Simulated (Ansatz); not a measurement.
# PBE0/def2-TZVP run of CH4O (methanol)

What is the energy change on altering one bond length of CH4O (methanol) at PBE0/def2-TZVP? 

The calculation is run with Ansatz 0.2.0.

55 further runs of the same task are left out: 55 set aside as unsound or not needed.

### Step 1. The system as given

CH4O: 6 atoms, total charge 0, spin state singlet. As SMILES, `CO`. The shape is that of a PBE0-D4/def2-TZVP optimisation.

Bond lengths: C1–O2 1.409 Å, C1–H3 1.090 Å, C1–H4 1.097 Å, C1–H5 1.097 Å, O2–H6 0.959 Å. Angles: C1–O2–H6 108.5°, O2–C1–H3 107.0°, O2–C1–H4 112.4°, O2–C1–H5 112.4°, H3–C1–H4 108.1°, H3–C1–H5 108.1°, H4–C1–H5 108.6°.

### Step 2. The energy at PBE0/def2-TZVP

in.yaml reads:

```yaml
crystal:
  periodic: [false, false, false]
  atoms:
    - {symbol: C, position_ang: [-0.088400, -0.207400, -0.275700]}
    - {symbol: O, position_ang: [-0.165000, 0.316500, 1.030100]}
    - {symbol: H, position_ang: [-0.864700, -0.968400, -0.360900]}
    - {symbol: H, position_ang: [0.878800, -0.683600, -0.479200]}
    - {symbol: H, position_ang: [-0.272700, 0.554400, -1.043400]}
    - {symbol: H, position_ang: [0.512100, 0.988500, 1.129100]}
basis:
  gaussian: {orbitals: def2-TZVP}
hamiltonian: {xc: pbe0}
accuracy: high
output: {orbitals: {seedname: orbitals}}
```

On the command line:

```bash
$ ansatz run in.yaml --threads 1 --pin off --max-ram 3480MiB --events-out events.jsonl --progress --plain --runs-dir runs
```

Output:

```text
Warning: RAYON_NUM_THREADS=1 ignored (pool sized by the plan → 1); use --threads N
Functional definition: PBE0
  name "PBE0"
  parameter a = 0.25
  parameter kappa = 0.804
  parameter beta = 0.06672455060314922
  exchange = (1 - a)*pbe_x(kappa = kappa, mu = beta*pi^2/3) + a*exact_x
  correlation = pbe_c(beta = beta)
1577 factors; integrals over basis functions are off by at most 3.8e-9 eV
mean field evaluation 1: about -3142.3104 eV, gradient 4.8e1 eV
mean field evaluation 2: about -3139.4387 eV, gradient 6.3e1 eV
mean field evaluation 4: about -3146.6431 eV, gradient 2.2e0 eV
mean field evaluation 8: about -3146.6502 eV, gradient 2.8e-2 eV
mean field evaluation 16: about -3146.6502 eV, gradient 1.4e-7 eV
mean field -3146.65022934 eV, -115.6372630522 hartree, gradient 1.9e-8 eV, S^2 0.000000; 0 other end points of the search recorded, 0 dependent functions left out
reference -3146.65023148 eV, -115.6372631307 hartree; 9, 9 occupied and 77, 77 virtual orbitals, 1577 factors
Total energy: -3146.65023148 eV, -115.6372631307 hartree
```

Run time: 2.5 s. Hardware: 1 thread of Arm Neoverse V2, shared host; peak memory 0.18 GiB.

### Step 3. The distorted shape at the same level

input.yaml reads:

```yaml
crystal:
  periodic: [false, false, false]
  atoms:
    - {symbol: C, position_ang: [-0.291520, -0.408990, -0.305399]}
    - {symbol: O, position_ang: [-0.368120, 0.114910, 1.000401]}
    - {symbol: H, position_ang: [-1.067820, -1.169990, -0.390599]}
    - {symbol: H, position_ang: [0.675680, -0.885190, -0.508899]}
    - {symbol: H, position_ang: [-0.475820, 0.352810, -1.073099]}
    - {symbol: H, position_ang: [0.512100, 0.988500, 1.129100]}
basis:
  gaussian:
    orbitals: def2-TZVP
magnetization:
  spin_polarized: false
  initial_magnetization: 0
hamiltonian:
  xc: {name: PBE0}
accuracy: high
output: {orbitals: {seedname: orbitals}}
```

On the command line:

```bash
$ ansatz run input.yaml --threads 1 --pin off --max-ram 3480MiB --events-out events.jsonl --progress --plain --runs-dir runs
```

Output, shortened:

```text
Warning: RAYON_NUM_THREADS=1 ignored (pool sized by the plan → 1); use --threads N
[... 7 set-up lines as earlier in the session ...]
1583 factors; integrals over basis functions are off by at most 3.9e-9 eV
mean field evaluation 1: about -3140.5352 eV, gradient 4.8e1 eV
mean field evaluation 2: about -3133.8588 eV, gradient 7.6e1 eV
mean field evaluation 4: about -3145.4382 eV, gradient 3.1e0 eV
mean field evaluation 8: about -3145.4551 eV, gradient 8.2e-2 eV
mean field evaluation 16: about -3145.4552 eV, gradient 7.3e-7 eV
mean field -3145.45516145 eV, -115.5933451171 hartree, gradient 9.5e-8 eV, S^2 0.000000; 0 other end points of the search recorded, 0 dependent functions left out
reference -3145.45516368 eV, -115.5933451990 hartree; 9, 9 occupied and 77, 77 virtual orbitals, 1583 factors
Total energy: -3145.45516368 eV, -115.5933451990 hartree
```

Wall time 2.5 s (1 thread of Arm Neoverse V2, shared host); peak memory 0.19 GiB.

### Step 4. Outcome

Level: PBE0/def2-TZVP.

```
                                                         quantity          value
                                        first shape: total energy  -115.63726 Eh
                                         first shape: HOMO energy       -7.88 eV
                                         first shape: LUMO energy        1.11 eV
                                       first shape: HOMO–LUMO gap        8.99 eV
                                    distorted shape: total energy  -115.59335 Eh
                                     distorted shape: HOMO energy       -7.69 eV
                                     distorted shape: LUMO energy       -0.46 eV
                                   distorted shape: HOMO–LUMO gap        7.23 eV
energy change with the O2–H6 bond stretched from 0.959 to 1.247 Å       1.195 eV
```

What this shows: With the O2–H6 bond stretched from 0.959 to 1.247 Å the energy rises by 1.20 eV (28 kcal/mol).
